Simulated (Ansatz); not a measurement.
This geometry of C2H8Si + H (12 atoms, charge 0, multiplicity 2) is a first-order saddle point.

Level of theory: UKS PBE-D4/6-31G* (Ansatz 0.2.0).

```xyz
12
Properties=species:S:1:pos:R:3
H 0.892 -0.999 1.153
Si -0.209 -0.492 0.190
C 0.515 -0.348 -1.554
C -0.866 1.166 0.826
H 1.992 -1.397 2.066
H -1.311 -1.519 0.203
H 1.349 0.374 -1.578
H 0.898 -1.320 -1.908
H -0.251 -0.004 -2.270
H -0.064 1.924 0.853
H -1.274 1.067 1.846
H -1.670 1.546 0.173
```

Problem. Which two structures does it join? (They come from a converged band through this point; their orientation in space is the band's.)

Solution. Bonds broken: H1–Si2. Bonds formed: H1–H5. C2H8Si + H becomes C2H7Si + H2.

First end point:

```xyz
12
Properties=species:S:1:pos:R:3
H 0.729 -1.046 1.078
Si -0.297 -0.485 0.129
C 0.460 -0.325 -1.600
C -0.915 1.184 0.779
H 2.738 -1.595 2.666
H -1.443 -1.461 0.086
H 1.319 0.368 -1.592
H 0.816 -1.301 -1.970
H -0.279 0.062 -2.322
H -0.088 1.912 0.845
H -1.355 1.080 1.785
H -1.686 1.607 0.114
```

Last end point:

```xyz
12
Properties=species:S:1:pos:R:3
H 1.887 -1.323 1.998
Si -0.511 -0.502 -0.001
C 0.387 -0.323 -1.666
C -0.982 1.182 0.744
H 2.490 -1.416 2.440
H -1.744 -1.360 -0.165
H 1.318 0.258 -1.554
H 0.650 -1.309 -2.083
H -0.254 0.198 -2.402
H -0.087 1.803 0.916
H -1.500 1.057 1.709
H -1.656 1.735 0.064
```

Problem. How far does it lie above each of them?

Solution. 0.9 kcal/mol above the first and 14.1 kcal/mol above the second. This is the barrier of this one path; another mechanism may lie lower.

Run time: 65 s on 2 threads of Intel(R) Xeon(R) Platinum 8259CL CPU @ 2.50GHz (Skylake/Cascade Lake), on a shared host, peak memory 0.15 GiB.
